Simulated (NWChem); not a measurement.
System: SiH$_{3}$, doublet; SMILES [SiH3]

Input file for NWChem:

```
start job
memory heap 200 mb stack 900 mb global 1100 mb
geometry units angstroms noautosym nocenter noautoz
  Si     0.000000     0.000000     0.155778
  H      0.389128     1.361534    -0.295000
  H      0.984558    -1.017762    -0.295000
  H     -1.373687    -0.343772    -0.295000
end
basis spherical
  Si library iglo-ii
  H library iglo-ii
end
dft
  odft
  mult 2
  xc hfexch
  iterations 150
end
property
  hyperfine
end
task dft property
```

NWChem printed, in part:

```
             Northwest Computational Chemistry Package (NWChem) 7.3.0
             --------------------------------------------------------

                             Geometry "geometry" -> ""
                             -------------------------

 Output coordinates in angstroms (scale by  1.889725989 to convert to a.u.)

  No.       Tag          Charge          X              Y              Z
 ---- ---------------- ---------- -------------- -------------- --------------
    1 Si                  14.0000     0.00000000     0.00000000     0.15577800
    2 H                    1.0000     0.38912800     1.36153400    -0.29500000
    3 H                    1.0000     0.98455800    -1.01776200    -0.29500000
    4 H                    1.0000    -1.37368700    -0.34377200    -0.29500000

 Effective nuclear repulsion energy (a.u.)      15.6031484673

  xc_inp: hfexch multiplicative factor not found.
                              NWChem Property Module
                              ----------------------

  itol2e modified to match energy
  convergence criterion.

                                 NWChem DFT Module
                                 -----------------

 Summary of "ao basis" -> "ao basis" (spherical)
 ------------------------------------------------------------------------------
       Tag                 Description            Shells   Functions and Types
 ---------------- ------------------------------  ------  ---------------------
 Si                         iglo-ii                 15       35   7s6p2d
 H                          iglo-ii                  4        6   3s1p

  itol2e modified to match energy
  convergence criterion.

            General Information
            -------------------
          SCF calculation type: DFT
          Wavefunction type:  spin polarized.
          No. of atoms     :     4
          No. of electrons :    17
           Alpha electrons :     9
            Beta electrons :     8
          Charge           :     0
          Spin multiplicity:     2
          Use of symmetry is: off; symmetry adaption is: off
          Maximum number of iterations: 150
          AO basis - number of functions:    53
                     number of shells:    27
          Convergence on energy requested:  1.00D-07
          Convergence on density requested:  1.00D-05
          Convergence on gradient requested:  5.00D-04

              XC Information
              --------------
                     Hartree-Fock (Exact) Exchange  1.000

      Superposition of Atomic Density Guess
      -------------------------------------

 Sum of atomic energies:        -290.31122679

      Non-variational initial energy
      ------------------------------

 Total energy =    -290.399314
 1-e energy   =    -432.763558
 2-e energy   =     126.761096
 HOMO         =      -0.140497
 LUMO         =       0.103885

   convergence    iter        energy       DeltaE   RMS-Dens  Diis-err
 ---------------- ----- ----------------- --------- --------- ---------
 d= 0,ls=0.0,diis     1   -290.5906026735 -3.06D+02  2.47D-03  1.59D-02
                                                     2.00D-03  1.51D-02
 d= 0,ls=0.0,diis     2   -290.6083692652 -1.78D-02  1.04D-03  1.55D-03
                                                     9.13D-04  1.79D-03
 d= 0,ls=0.0,diis     3   -290.6108423562 -2.47D-03  3.26D-04  1.94D-04
                                                     2.33D-04  1.51D-04
 d= 0,ls=0.0,diis     4   -290.6110686696 -2.26D-04  1.91D-04  2.31D-05
                                                     1.19D-04  2.59D-05
 d= 0,ls=0.0,diis     5   -290.6111188168 -5.01D-05  1.04D-04  3.22D-06
                                                     6.11D-05  4.41D-06
  Resetting Diis
 d= 0,ls=0.0,diis     6   -290.6111282749 -9.46D-06  3.07D-05  4.41D-07
                                                     1.98D-05  3.22D-07
 d= 0,ls=0.0,diis     7   -290.6111292379 -9.63D-07  6.63D-06  4.79D-08
                                                     3.14D-06  2.51D-08
 d= 0,ls=0.0,diis     8   -290.6111293035 -6.55D-08  9.83D-06  1.95D-08
                                                     4.96D-06  1.19D-08

         Total DFT energy =     -290.611129303480
      One electron energy =     -433.477310458143
           Coulomb energy =      148.666779340480
    Exchange-Corr. energy =      -21.403746653144
 Nuclear repulsion energy =       15.603148467328

 Numeric. integr. density =        0.000000000000

                    DFT Final Alpha Molecular Orbital Analysis
                    ------------------------------------------

 Vector    7  Occ=1.000000D+00  E=-4.917986D-01
              MO Center=  4.9D-01, -7.2D-02, -1.6D-01, r^2= 2.1D+00
   Bfn.  Coefficient  Atom+Function         Bfn.  Coefficient  Atom+Function
  ----- ------------  ---------------      ----- ------------  ---------------
    43     -0.289333  3 H  s                 21      0.270858  1 Si py
    37      0.230071  2 H  s                 44     -0.160599  3 H  s
    24      0.155715  1 Si py                42     -0.146680  3 H  s
    20     -0.127622  1 Si px                38      0.127705  2 H  s
    36      0.116637  2 H  s                 15     -0.077955  1 Si py

 Vector    8  Occ=1.000000D+00  E=-4.917985D-01
              MO Center= -4.9D-01,  7.2D-02, -1.6D-01, r^2= 2.1D+00
   Bfn.  Coefficient  Atom+Function         Bfn.  Coefficient  Atom+Function
  ----- ------------  ---------------      ----- ------------  ---------------
    49      0.299878  4 H  s                 20     -0.270858  1 Si px
    37     -0.201261  2 H  s                 50      0.166452  4 H  s
    23     -0.155715  1 Si px                48      0.152026  4 H  s
    21     -0.127622  1 Si py                38     -0.111713  2 H  s
    36     -0.102031  2 H  s                 43     -0.098617  3 H  s

 Vector    9  Occ=1.000000D+00  E=-3.356371D-01
              MO Center=  2.0D-08,  7.8D-08,  5.0D-01, r^2= 2.3D+00
   Bfn.  Coefficient  Atom+Function         Bfn.  Coefficient  Atom+Function
  ----- ------------  ---------------      ----- ------------  ---------------
    25      0.517823  1 Si pz                 7      0.426280  1 Si s
    22      0.419752  1 Si pz                 6      0.125407  1 Si s
    16     -0.107317  1 Si pz                37     -0.104292  2 H  s
    43     -0.104292  3 H  s                 49     -0.104292  4 H  s
     5     -0.096299  1 Si s                 38     -0.095146  2 H  s

 Vector   10  Occ=0.000000D+00  E= 1.554749D-01
              MO Center=  5.2D-07,  3.2D-06, -2.5D-01, r^2= 5.8D+00
   Bfn.  Coefficient  Atom+Function         Bfn.  Coefficient  Atom+Function
  ----- ------------  ---------------      ----- ------------  ---------------
     7      2.366270  1 Si s                 38     -1.205939  2 H  s
    44     -1.205930  3 H  s                 50     -1.205930  4 H  s
    25     -0.788696  1 Si pz                 5     -0.174883  1 Si s
     6      0.100293  1 Si s                  4     -0.098259  1 Si s
    28      0.064930  1 Si d  0              36     -0.044403  2 H  s

 Vector   11  Occ=0.000000D+00  E= 1.639125D-01
              MO Center= -1.6D-03, -1.9D-04,  1.6D-01, r^2= 4.4D+00
   Bfn.  Coefficient  Atom+Function         Bfn.  Coefficient  Atom+Function
  ----- ------------  ---------------      ----- ------------  ---------------
    23      1.640142  1 Si px                50      1.477555  4 H  s
    38     -0.818510  2 H  s                 44     -0.659037  3 H  s
    24      0.520778  1 Si py                49      0.164734  4 H  s
    20      0.117465  1 Si px                37     -0.091257  2 H  s
    43     -0.073477  3 H  s                 29     -0.070595  1 Si d  1

 Vector   12  Occ=0.000000D+00  E= 1.639126D-01
              MO Center=  1.6D-03,  1.9D-04,  1.6D-01, r^2= 4.4D+00
   Bfn.  Coefficient  Atom+Function         Bfn.  Coefficient  Atom+Function
  ----- ------------  ---------------      ----- ------------  ---------------
    24      1.640143  1 Si py                44      1.325639  3 H  s
    38     -1.233558  2 H  s                 23     -0.520778  1 Si px
    43      0.147796  3 H  s                 37     -0.137531  2 H  s
    21      0.117465  1 Si py                50     -0.092067  4 H  s
    27      0.070595  1 Si d -1              26     -0.069270  1 Si d -2

                     DFT Final Beta Molecular Orbital Analysis
                     -----------------------------------------

 Vector    6  Occ=1.000000D+00  E=-6.821531D-01
              MO Center=  1.0D-07, -4.4D-07, -1.5D-01, r^2= 1.8D+00
   Bfn.  Coefficient  Atom+Function         Bfn.  Coefficient  Atom+Function
  ----- ------------  ---------------      ----- ------------  ---------------
     6      0.425550  1 Si s                  5     -0.272086  1 Si s
     7      0.252457  1 Si s                 37      0.166229  2 H  s
    43      0.166230  3 H  s                 49      0.166229  4 H  s
     4     -0.134360  1 Si s                 36      0.087559  2 H  s
    42      0.087559  3 H  s                 48      0.087559  4 H  s

 Vector    7  Occ=1.000000D+00  E=-4.842192D-01
              MO Center=  5.0D-01, -9.5D-02, -1.7D-01, r^2= 2.1D+00
   Bfn.  Coefficient  Atom+Function         Bfn.  Coefficient  Atom+Function
  ----- ------------  ---------------      ----- ------------  ---------------
    43      0.302679  3 H  s                 21     -0.256792  1 Si py
    37     -0.234707  2 H  s                 44      0.168657  3 H  s
    42      0.149658  3 H  s                 24     -0.137998  1 Si py
    38     -0.130782  2 H  s                 20      0.127513  1 Si px
    36     -0.116049  2 H  s                 15      0.076139  1 Si py

[...]

          ----------------------
          Hyperfine Interactions
          ----------------------

 Total Spin Density (Fermi Contact Term)
 ------------------ --------------------
     Atom            x         y         z       Density (a.u.)      Aiso(MHz)     Aiso(Gauss)
     1  29-Si     0.00000   0.00000   0.29438       0.683475       -607.423597    -216.743478
     2   1-H      0.73535   2.57293  -0.55747       0.000508          2.269963       0.809978
     3   1-H      1.86054  -1.92329  -0.55747       0.000508          2.269937       0.809969
     4   1-H     -2.59589  -0.64963  -0.55747       0.000508          2.269879       0.809948

           -------------------------------------------
           Anisotropic Interaction (Spin-Dipolar Term)
           -------------------------------------------

 ------------------------------------------------------------
     Atom            x         y         z
 ------------------------------------------------------------
     1  29-Si     0.00000   0.00000   0.29438

   Spin-Dipolar term (a.u.)
        xx             yy             zz             xy             xz             yz
 ------------------------------------------------------------------------------------------
      -0.753791      -0.753791       1.507583       0.000000       0.000000       0.000000

   Principal Comp. of -hf- tensor (au)            Anisotropic -hfcc- (MHz)               Anisotropic -hfcc- (Gauss)
 --------------------------------------------------------------------------------------------------------------------------
     -0.753791    -0.753791     1.507583      79.965245    79.965257  -159.930503      28.533540    28.533544   -57.067084

   Orientation of the principal axis of Hyperfine Tensor w.r.t absolute (molecular) frame
 --------------------------------------------------------------------------------------------------------------------------
      0.984992    -0.172599     0.000000
      0.172599     0.984992     0.000000
     -0.000000    -0.000000     1.000000

 ------------------------------------------------------------
     Atom            x         y         z
 ------------------------------------------------------------
     2   1-H      0.73535   2.57293  -0.55747

   Spin-Dipolar term (a.u.)
        xx             yy             zz             xy             xz             yz
 ------------------------------------------------------------------------------------------
      -0.015938       0.008607       0.007331       0.007639      -0.002281      -0.007980

   Principal Comp. of -hf- tensor (au)            Anisotropic -hfcc- (MHz)               Anisotropic -hfcc- (Gauss)
 --------------------------------------------------------------------------------------------------------------------------
     -0.018121     0.017539     0.000582      -9.668685     9.357957     0.310729      -3.450022     3.339146     0.110876

   Orientation of the principal axis of Hyperfine Tensor w.r.t absolute (molecular) frame
 --------------------------------------------------------------------------------------------------------------------------
      0.961502     0.213217     0.173357
     -0.274798     0.746032     0.606566
     -0.000000    -0.630853     0.775903

 ------------------------------------------------------------
     Atom            x         y         z
 ------------------------------------------------------------
     3   1-H      1.86054  -1.92329  -0.55747

   Spin-Dipolar term (a.u.)
        xx             yy             zz             xy             xz             yz
 ------------------------------------------------------------------------------------------
      -0.004145      -0.003186       0.007331      -0.014448      -0.005771       0.005965

   Principal Comp. of -hf- tensor (au)            Anisotropic -hfcc- (MHz)               Anisotropic -hfcc- (Gauss)
 --------------------------------------------------------------------------------------------------------------------------
     -0.018121     0.017539     0.000582      -9.668691     9.357960     0.310732      -3.450024     3.339147     0.110877

   Orientation of the principal axis of Hyperfine Tensor w.r.t absolute (molecular) frame
 --------------------------------------------------------------------------------------------------------------------------
      0.718734    -0.539473     0.438623
      0.695285     0.557667    -0.453415
     -0.000000     0.630853     0.775902

 ------------------------------------------------------------
     Atom            x         y         z
 ------------------------------------------------------------
     4   1-H     -2.59589  -0.64963  -0.55747

   Spin-Dipolar term (a.u.)
        xx             yy             zz             xy             xz             yz
 ------------------------------------------------------------------------------------------
       0.009087      -0.016417       0.007331       0.006809       0.008052       0.002015

   Principal Comp. of -hf- tensor (au)            Anisotropic -hfcc- (MHz)               Anisotropic -hfcc- (Gauss)
 --------------------------------------------------------------------------------------------------------------------------
      0.017539    -0.018121     0.000582       9.357959    -9.668687     0.310727       3.339147    -3.450022     0.110875

   Orientation of the principal axis of Hyperfine Tensor w.r.t absolute (molecular) frame
 --------------------------------------------------------------------------------------------------------------------------
      0.752691    -0.242768    -0.611980
      0.188365     0.970084    -0.153151
      0.630853    -0.000000     0.775903
```

Level: UHF/IGLO-II, contact and dipolar terms. In the optimisation the excess spin sits in a (C3, its own frame). Geometry: optimised at PBE0-D3(BJ)/def2-TZVP, spin-unrestricted. No stability test was run on the SCF state.
